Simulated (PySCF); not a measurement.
CH5OSi (charge -1).
SMILES with atom numbers: `[CH3:1][O:2][SiH2-:3]` (hydrogens: H4, H5, H6 on C1; H7, H8 on Si3)

The same species was optimised twice, with GFN2-xTB and with PBE0-D3(BJ)/def2-SVP (PySCF), and the same property calculations (PySCF, gas phase) were run on both structures.

| coordinate | GFN2-xTB | PBE0-D3(BJ)/def2-SVP | change |
| --- | --- | --- | --- |
| O2–Si3 (Å) | 1.716 | 1.772 | +0.056 |
| Si3–H7 (Å) | 1.526 | 1.577 | +0.051 |
| Si3–H8 (Å) | 1.527 | 1.577 | +0.050 |
| C1–O2 (Å) | 1.356 | 1.369 | +0.013 |
| C1–H6 (Å) | 1.107 | 1.117 | +0.010 |
| C1–H4 (Å) | 1.107 | 1.117 | +0.010 |
| C1–H5 (Å) | 1.106 | 1.115 | +0.009 |
| H7–Si3–H8 (°) | 96.6 | 90.7 | -5.9 |
| O2–Si3–H8 (°) | 101.0 | 97.3 | -3.7 |
| O2–Si3–H7 (°) | 101.0 | 97.3 | -3.7 |
| H4–C1–H6 (°) | 106.8 | 105.2 | -1.6 |
| O2–C1–H4 (°) | 112.3 | 113.2 | +0.9 |
| O2–C1–H6 (°) | 112.4 | 113.2 | +0.8 |
| C1–O2–Si3 (°) | 119.1 | 119.8 | +0.7 |
| O2–C1–H5 (°) | 110.4 | 111.0 | +0.6 |

Rotational constants: A = 34360, B = 6025, C = 5605 MHz (GFN2-xTB) against A = 33402, B = 5748, C = 5330 MHz (PBE0-D3(BJ)/def2-SVP). Point groups within 0.08 Å: Cs and Cs.

On the GFN2-xTB structure: HOMO (eV) 0.70 [PBE0/pcSseg-1]; LUMO (eV) 5.83 [PBE0/pcSseg-1]; GIAO shielding of C1 (ppm) 118.6 [PBE0/pcSseg-1]; GIAO shielding of O2 (ppm) 344.1 [PBE0/pcSseg-1]; GIAO shielding of Si3 (ppm) 345.4 [PBE0/pcSseg-1].

Q: What do these properties become on the PBE0-D3(BJ)/def2-SVP structure?

A: 
| property | level | on GFN2-xTB | on PBE0-D3(BJ)/def2-SVP | change |
| --- | --- | --- | --- | --- |
| HOMO (eV) | PBE0/pcSseg-1 | 0.70 | 0.19 | -0.51 |
| LUMO (eV) | PBE0/pcSseg-1 | 5.83 | 5.76 | -0.07 |
| energy, GFN2-xTB geometry as zero (kcal/mol) | PBE0/pcSseg-1 | 0.0 | -2.3 | -2.3 |
| GIAO shielding of C1 (ppm) | PBE0/pcSseg-1 | 118.6 | 117.1 | -1.5 |
| GIAO shielding of O2 (ppm) | PBE0/pcSseg-1 | 344.1 | 336.5 | -7.6 |
| GIAO shielding of Si3 (ppm) | PBE0/pcSseg-1 | 345.4 | 344.2 | -1.2 |

The heavy atoms differ by 0.031 Å rms after alignment. Among all bonds O2–Si3 changes most (+0.056 Å). Changes are differences of the printed values. Neither structure is proved a minimum here. Geometry: PBE0-D3(BJ)/def2-SVP, one conformer, isolated ion.
